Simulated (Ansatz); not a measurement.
Two structures, one formula

Two relaxed structures of MgSiH$_{3}$F, singlet (PBE0-D4/def2-TZVP; forces vanish, vibrations not checked).

A:

```csv
atom,x (Å),y (Å),z (Å)
F1,0.1847,-0.6808,0.2951
Mg2,1.0904,-3.4803,1.5882
Si3,-0.2296,0.7362,-0.3354
H4,-1.4684,0.5430,-1.1242
H5,0.8802,1.1960,-1.2020
H6,-0.4572,1.6859,0.7782
```

B:

```json
{"atom": "F1", "x (Å)": "0.9320", "y (Å)": "-3.0244", "z (Å)": "1.3716"}
{"atom": "Mg2", "x (Å)": "0.4578", "y (Å)": "-1.4843", "z (Å)": "0.6736"}
{"atom": "Si3", "x (Å)": "-0.2332", "y (Å)": "0.7564", "z (Å)": "-0.3432"}
{"atom": "H4", "x (Å)": "-1.4796", "y (Å)": "0.6463", "z (Å)": "-1.1567"}
{"atom": "H5", "x (Å)": "0.8171", "y (Å)": "1.3142", "z (Å)": "-1.2450"}
{"atom": "H6", "x (Å)": "-0.4942", "y (Å)": "1.7918", "z (Å)": "0.6996"}
```

Program: Ansatz 0.2.0. Basis: def2-TZVPP. Cores are frozen in the correlated methods. The outer core shell of Li, Na, Mg and K is correlated. The def2 sets are not built for correlating such inner shells, so the correlated values are less sure here. B3LYP uses VWN-RPA correlation.

(1) Which structure is lower at CCSD(T), and by how much? (An estimate is asked for; the value comes from the calculation.)

The T1 diagnostic stays at or below 0.012.

Answers

(1) The calculation gives: B, by 0.395 eV (electronic energy, against the other). By their contacts, A is a complex of SiH₃F ([F][SiH3]) + Mg and B is MgSiH₃F ([F][Mg][SiH3]).

All methods give the same order:

```tsv
method	E(B) − E(A) (eV)
PBE-D4	-0.607
r2SCAN-D4	-0.705
PBE0-D4	-0.556
B3LYP-D4	-0.406
wB97M-V	-0.356
HF	-0.081
MP2	-0.455
CCSD	-0.353
CCSD(T)	-0.395
```

Labels in which every atom is bracketed show which atoms are joined, not bond orders.

For scale, one of the runs: CCSD(T)/def2-TZVPP, 147 basis functions, launched by `ansatz run in.yaml --threads 2 --pin off --events-out ev --progress --plain --max-ram 4352MiB`. The run took 26 s on 2 CPU threads of an Arm Neoverse V1 (shared host), with 0.99 GiB of host memory at its peak.
